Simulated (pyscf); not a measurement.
Thermochemistry of product channels of `[CH3][SeH]` + `[H]` [doublet] on the doublet surface, in kcal/mol, from ωB97M-D3(BJ)/def2-TZVP energies (ideal gas, 1 atm, RRHO with modes under 100 cm⁻¹ raised to 100, one conformer, R ln 2 for rigid chiral ones). Single points on ωB97X-D3(BJ)/def2-SVP structures (PySCF, gas phase).

| products | ΔE | ΔH(298 K) | ΔG(900 K) | ΔG(1200 K) |
|---|---|---|---|---|
| `[CH3][Se]` [doublet] + `[H][H]` | -26.8 | -26.1 | -26.5 | -26.4 |
| `[CH4]` + `[SeH]` [doublet] | -43.1 | -39.7 | -40.4 | -39.8 |

These are energies of the channels, which say nothing of barriers. Left out: orbital degeneracy and the spin-orbit lowering of SeH, which is large for Br, Se, Te and I. Elements up to Kr have no core potential and no relativistic terms here.
